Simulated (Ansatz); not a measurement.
A nudged elastic band was laid between two geometries of CH3FS2 (7 atoms, charge 0, multiplicity 1).

Theory: RKS PBE-D4/def2-SVP in Ansatz.

| Property | Result |
| --- | --- |
| movable images | 5 |
| climbing image | yes |
| spring | 5.0 eV/Å² |
| optimiser | quadratic models (default) |
| start path | IDPP |
| force threshold | 0.05 eV/Å |
| iteration limit | 60 |
| end points | relaxed |

Initial state:

```xyz
7
Properties=species:S:1:pos:R:3
F -1.248 -0.194 1.007
C -0.603 0.713 0.203
S 0.138 -0.040 -1.280
S 1.785 -1.045 -0.475
H -1.332 1.456 -0.197
H 0.190 1.227 0.787
H 1.131 -2.185 -0.091
```

Final state:

```xyz
7
Properties=species:S:1:pos:R:3
F -1.645 -0.048 0.951
C -0.697 0.635 0.235
S -0.064 -0.281 -1.209
S 1.132 -1.750 -0.324
H -1.142 1.558 -0.206
H 0.151 0.901 0.903
H 2.327 -1.083 -0.396
```

(1) What changes between the two ends?

(2) What energy profile does the band end with?

(3) What is the geometry of the highest image?

(4) What are the harmonic wavenumbers there?

Results:

(1) No bond is made or broken. The dihedral C2–S3–S4–H7 goes from 84 to -94°.

(2) The run converged. The highest image is number 3 of 0 to 6, 0.284 eV above the first end and 0.248 eV above the last; the last end lies 0.036 eV above the first. A vibrational analysis at the climbing image gives one clearly imaginary mode, 262i cm⁻¹: a first-order saddle point.

```json
{"image": "0", "path coordinate (Å)": "0.00", "energy (eV)": "0.000", "dihedral C2–S3–S4–H7 (°)": "84"}
{"image": "1", "path coordinate (Å)": "0.51", "energy (eV)": "0.058", "dihedral C2–S3–S4–H7 (°)": "110"}
{"image": "2", "path coordinate (Å)": "1.02", "energy (eV)": "0.208", "dihedral C2–S3–S4–H7 (°)": "142"}
{"image": "3", "path coordinate (Å)": "1.53", "energy (eV)": "0.284", "dihedral C2–S3–S4–H7 (°)": "175"}
{"image": "4", "path coordinate (Å)": "2.02", "energy (eV)": "0.223", "dihedral C2–S3–S4–H7 (°)": "-154"}
{"image": "5", "path coordinate (Å)": "2.50", "energy (eV)": "0.100", "dihedral C2–S3–S4–H7 (°)": "-123"}
{"image": "6", "path coordinate (Å)": "2.98", "energy (eV)": "0.036", "dihedral C2–S3–S4–H7 (°)": "-94"}
```

(3) 
```xyz
7
Properties=species:S:1:pos:R:3
F -1.209 0.581 1.291
C -0.522 0.894 0.146
S -0.218 -0.506 -0.956
S 1.319 -1.469 0.195
H -1.119 1.592 -0.484
H 0.445 1.372 0.417
H 1.366 -2.532 -0.656
```

(4) 262i, 95, 212, 379, 456, 694, 800, 926, 1049, 1208, 1284, 1392, 2618, 2957, 3026 cm⁻¹.

Run time: 34 s on 1 thread of AMD EPYC 9R45 96-Core Processor (Zen 5), on a shared host, peak memory 0.16 GiB.
